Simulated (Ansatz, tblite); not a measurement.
# The cluster Tl2H+: a ladder of methods and basis sets

Aim: run the singlet of the cluster Tl2H+ at one geometry on many levels, and compare frontier levels, spin and run time.

Computed with Ansatz 0.2.0, Gaussian basis. Level: as each input shows.

The runs, in order: GFN1-xTB, GFN2-xTB, PBE-D4/def2-TZVP, r2SCAN-D4/def2-TZVP, B3LYP-D4/def2-TZVP, BHLYP-D4/def2-TZVP, BLYP-D4/def2-TZVP, r2SCAN0-D4/def2-TZVP, CAM-B3LYP-D4/def2-TZVP, PBE-D4/def2-SVP, PBE0-D4/def2-SVP, CCSD(T)/def2-TZVPP, MP2/def2-TZVP, RPA/def2-TZVP.

1 further run of the same task is left out (set aside as unsound or not needed). Runs told in other sessions of the task aren't counted.

## (1) The geometry

The singlet was relaxed beforehand with PBE0-D4/def2-TZVP. At that level it is the lowest of the isomers that a small search found.

3 atoms, charge 1, spin multiplicity 1.

Bond lengths: Tl1–H3 2.134 Å, Tl2–H3 2.134 Å. Angles: Tl1–H3–Tl2 179.9°.

Tl takes a core potential in the def2 sets. No spin-orbit coupling is included. The ion is computed in the gas phase, without counter-ions or solvent.

PBE0-D4/def2-TZVP was run before; its log isn't repeated, and its numbers join the tables.

## (2) GFN1-xTB

Tight binding, by tblite at 300 K electronic temperature and without a spin-polarisation term:

```python
tblite.interface.Calculator('GFN1-xTB', numbers, positions, charge=1, uhf=0).singlepoint()
```

Energy -71.4461 eV, HOMO -13.71 eV, LUMO -9.26 eV; 0.011 s.

## (3) GFN2-xTB

Tight binding, by tblite at 300 K electronic temperature and without a spin-polarisation term:

```python
tblite.interface.Calculator('GFN2-xTB', numbers, positions, charge=1, uhf=0).singlepoint()
```

Energy -91.4207 eV, HOMO -13.72 eV, LUMO -6.73 eV; 0.001 s.

## (4) PBE-D4/def2-TZVP

start.molden holds the orbitals of an earlier run on this state, given as this run's starting guess.

Contents of in.yaml:

```yaml
crystal:
  periodic: [false, false, false]
  atoms:
    - {symbol: Tl, position_ang: [-2.439219, 1.305365, 2.703990]}
    - {symbol: Tl, position_ang: [0.188222, -0.062054, -0.369568]}
    - {symbol: H, position_ang: [-1.126103, 0.622389, 1.166178]}
basis:
  gaussian: {orbitals: def2-TZVP, initial_orbitals: start.molden}
total_charge: 1
hamiltonian: {xc: pbe, dispersion: d4}
scf: {omitted_lower_state_checks: [starts]}
output: {orbitals: {seedname: orbitals}}
```

Launch:

```bash
$ ansatz run in.yaml --threads 4 --pin off --events-out ev --progress --plain --max-ram 3916MiB
```

Further steps of the session: r2SCAN-D4/def2-TZVP; B3LYP-D4/def2-TZVP; BHLYP-D4/def2-TZVP; BLYP-D4/def2-TZVP; r2SCAN0-D4/def2-TZVP; CAM-B3LYP-D4/def2-TZVP; PBE-D4/def2-SVP; PBE0-D4/def2-SVP; CCSD(T)/def2-TZVPP; MP2/def2-TZVP; RPA/def2-TZVP.

**Question.** What will the summary of the whole plan be? Wanted: gap in def2-TZVP, named functionals, smallest and largest; correlation energy, CCSD(T)/def2-TZVPP; correlation energy, MP2/def2-TZVP; PBE0 total energy, smallest basis above largest.

As calculated:

```
                                                 quantity                                      value
gap in def2-TZVP, named functionals, smallest and largest  3.09 eV (BLYP-D4), 6.67 eV (CAM-B3LYP-D4)
                   correlation energy, CCSD(T)/def2-TZVPP                                  -18.72 eV
                        correlation energy, MP2/def2-TZVP                                  -19.42 eV
          PBE0 total energy, smallest basis above largest              0.24 eV (def2-SVP, def2-TZVP)
```

In words: Orbital gaps of the named functionals in def2-TZVP span 3.09 eV (BLYP-D4) to 6.67 eV (CAM-B3LYP-D4); exact exchange widens it.
